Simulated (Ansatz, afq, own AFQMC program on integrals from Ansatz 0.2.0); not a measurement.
**Atomization energy of CH2N, doublet**

| atom | x (Å) | y (Å) | z (Å) |
| --- | --- | --- | --- |
| N | 0.0000 | -0.1720 | 0.5481 |
| C | 0.0000 | 0.1950 | -0.6214 |
| H | 0.0000 | 0.5353 | 1.2828 |
| H | 0.0000 | -0.4685 | -1.4949 |

Connectivity, by distances: NH–CH.

Atoms in their ground-state spins without spin–orbit coupling (mostly on UHF) minus the molecule (UHF), without zero-point energy. The geometry is a stationary point, not shown to be a minimum.

Basis cc-pVDZ. Only valence electrons are correlated. AFQMC by an in-house program on the Cholesky factors that Ansatz 0.2.0 writes for its CCSD(T) run. ph-AFQMC/CISD is guided by a CISD state made of CCSD amplitudes; releasing the constraint for a short imaginary time cuts its bias at the price of noise, slowly where states lie close. Free projection: walkers drawn from exp(T), propagated without any constraint. Its projection time is finite, and what remains of the start isn't in its error. Error bars are statistical, one sigma. The errors of all members are added in quadrature.

No full CI on the walks' own integrals is used here; CCSDT(Q) serves as the reference and is uncertain by about the last step of the cluster series. Each member takes its own surest rung, up to full CI.

The best estimate is CCSD(T) at the basis-set limit (CBS: def2-TZVPP and def2-QZVPP, with their diffuse functions for anions and beside diffuse sets, CCSD(T) itself extrapolated) plus the step from CCSD(T) to CCSDT(Q) in cc-pVDZ. Rows without CBS are in cc-pVDZ, the functionals in def2-TZVP; B2PLYP and the wave-function rows carry a basis error of their own. Core correlation and relativity beyond core potentials are missing, and ± holds the sampling alone.

Cautions: CH₂N (doublet): unrestricted determinant slightly spin contaminated (⟨S²⟩ 0.82 against 0.75); other spins of the molecule weren't checked.

Best estimate: 14.533 eV.

| level | atomization energy (eV) | error against the best estimate (eV) |
| --- | --- | --- |
| HF | 9.077 | -5.456 |
| MP2 | 13.110 | -1.422 |
| CCSD | 12.783 | -1.750 |
| CCSD(T) | 13.027 | -1.506 |
| CCSDT | 13.039 | -1.493 |
| CCSDT(Q) | 13.064 | -1.468 |
| ph-AFQMC/CISD | 13.043 ± 0.017 | -1.489 ± 0.017 |
| released AFQMC | 13.049 ± 0.025 | -1.483 ± 0.025 |
| free AFQMC | 13.040 ± 0.025 | -1.493 ± 0.025 |
| HF/CBS | 9.459 | -5.073 |
| MP2/CBS | 14.611 | 0.078 |
| CCSD(T)/CBS | 14.496 | -0.037 |
| PBE | 15.308 | 0.775 |
| r2SCAN | 14.603 | 0.070 |
| PBE0 | 14.684 | 0.151 |
| B3LYP | 14.749 | 0.216 |
| wB97M-V | 14.622 | 0.090 |
| B2PLYP | 14.509 | -0.023 |

Correlation beyond CCSD(T) adds 0.037 eV. Going to the basis-set limit adds 1.469 eV at CCSD(T). The perturbative (T) step is worth +0.244 eV. The functionals spread over 0.799 eV; B2PLYP comes nearest and PBE is 0.775 eV too high.

Best estimates are given only where the step beyond CCSD(T) is under 0.3 eV and no member's determinant is very poor (T1 over 0.05, or 0.07 for open shells, ⟨S²⟩ too high by 0.3, two states mixed), so the hardest cases are missing from such tables.

The functionals ran in a triple-zeta set and keep a basis error of their own, a few kJ/mol for each bond in atomization energies and more for double hybrids, so close places among them and the extrapolated levels can swap.

CCSDT and higher add their correlation energy to the determinant of the CCSD(T) run, since their own runs factorise the integrals more tightly (a shift of under 2 meV). Free projections are given only where their last times agree within the noise and don't stop above the reference; a slow remainder of the start can still hide under it. Each member of a difference takes its own highest rung, so a best estimate needn't equal the limit plus the step of one row. A walk keeps the symmetry of its determinant, which the program's search chose and which needn't be the lowest solution, so a lower state of the same spin and another symmetry isn't excluded. Released energies are given only where the last usable release times agree within the noise; a slower fall can still hide under it.
